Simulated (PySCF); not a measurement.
# Si2H5O (SMILES O[SiH][SiH3]): UHF/STO-3G

What is the vertical ionisation energy of Si2H5O at UHF/STO-3G? 

The calculation is run with PySCF 2.14.0.

### 1 The molecule

Si2H5O: 8 atoms, total charge 0, spin state doublet. SMILES: `O[SiH][SiH3]`. The coordinates come from a PBE0-D4/def2-TZVP relaxation. This is one conformer, not always the lowest.

Bond lengths: O1–Si2 1.657 Å, Si2–Si3 2.344 Å, O1–H4 0.959 Å, Si2–H5 1.490 Å, Si3–H6 1.488 Å, Si3–H7 1.491 Å, Si3–H8 1.489 Å. Angles: O1–Si2–Si3 114.2°, O1–Si2–H5 104.7°, Si3–Si2–H5 113.1°, Si2–O1–H4 116.9°, Si2–Si3–H6 108.0°, Si2–Si3–H7 114.5°, Si2–Si3–H8 108.6°, H6–Si3–H7 108.9°, H6–Si3–H8 108.7°, H7–Si3–H8 108.0°.

### 2 The energy at UHF/STO-3G

Contents of run.py:

```python
from pyscf import gto, scf

molecule = gto.M(
    atom='''
O     -1.755556     1.773319    -3.244849
Si     0.170831     2.142949    -0.803134
Si     0.593752    -1.463026     1.734013
H     -3.412656     1.130812    -2.891848
H      2.605365     2.990114    -1.935835
H      2.248774    -0.806535     3.909843
H      1.670329    -3.704619     0.409504
H     -1.946796    -2.170728     2.716670
''',
    unit='bohr',
    spin=1,
    verbose=3,
    basis='sto-3g',
    max_memory=1860,
)

mf = scf.UHF(molecule)
mf.conv_tol = 1e-10
mf.kernel()
if not mf.converged:
    mf = mf.newton().run(mf.mo_coeff, mf.mo_occ)

etot = mf.e_tot
print(f'total energy: {etot:.8f} hartree')
```

Run with:

```console
$ OMP_NUM_THREADS=1 python run.py
```

Output:

```text
converged SCF energy = -647.914893333012  <S^2> = 0.75248117  2S+1 = 2.0024796
total energy: -647.91489333 hartree
```

Run time: 0.81 s. Hardware: 1 thread of Arm Neoverse V1, shared host; peak memory 0.1 GiB.

### 3 The singlet cation at the same level

Contents of input.xyz:

```xyz
8
H5OSi2
O     -0.929000     0.938400    -1.717100
Si     0.090400     1.134000    -0.425000
Si     0.314200    -0.774200     0.917600
H     -1.805900     0.598400    -1.530300
H      1.378700     1.582300    -1.024400
H      1.190000    -0.426800     2.069000
H      0.883900    -1.960400     0.216700
H     -1.030200    -1.148700     1.437600
```

Contents of calc.py:

```python
from pyscf import gto

mol = gto.M(
    atom='input.xyz',
    charge=1,
    verbose=4,
    max_memory=1860,
    basis='sto-3g',
)

calc0 = mol.RHF()
calc0.conv_tol = 1e-10
calc0.kernel()
if not calc0.converged:
    calc0 = calc0.newton().run(calc0.mo_coeff, calc0.mo_occ)

e_tot = calc0.e_tot
print(f'total energy: {e_tot:.8f} hartree')
```

Run with:

```console
$ OMP_NUM_THREADS=1 python calc.py
```

Output:

```text
PySCF version 2.14.0

[... 64 lines left out ...]
converged SCF energy = -647.748397475391
total energy: -647.74839748 hartree
```

Wall time 0.93 s (1 thread of Arm Neoverse V1, shared host); peak memory 0.12 GiB.

### 4 Outcome

Level: UHF/STO-3G.

| quantity | value |
| --- | --- |
| doublet Si2H5O: total energy | -647.91489 Eh |
| doublet Si2H5O: dipole moment | 1.41 D |
| doublet Si2H5O: HOMO energy (highest over α and β) | -5.34 eV |
| doublet Si2H5O: LUMO energy (lowest over α and β) | 6.22 eV |
| doublet Si2H5O: ⟨S²⟩ | 0.752 |
| singlet cation: total energy | -647.74840 Eh |
| singlet cation: HOMO energy | -15.40 eV |
| singlet cation: LUMO energy | -3.59 eV |
| singlet cation: HOMO–LUMO gap | 11.82 eV |
| vertical ionisation energy (to the singlet cation) | 4.531 eV |

Removing an electron at fixed nuclei costs 4.53 eV (104 kcal/mol). Only the singlet of the ionised species was computed; a triplet could lie lower. In a minimal basis such a difference can be off by several eV, whatever the method.
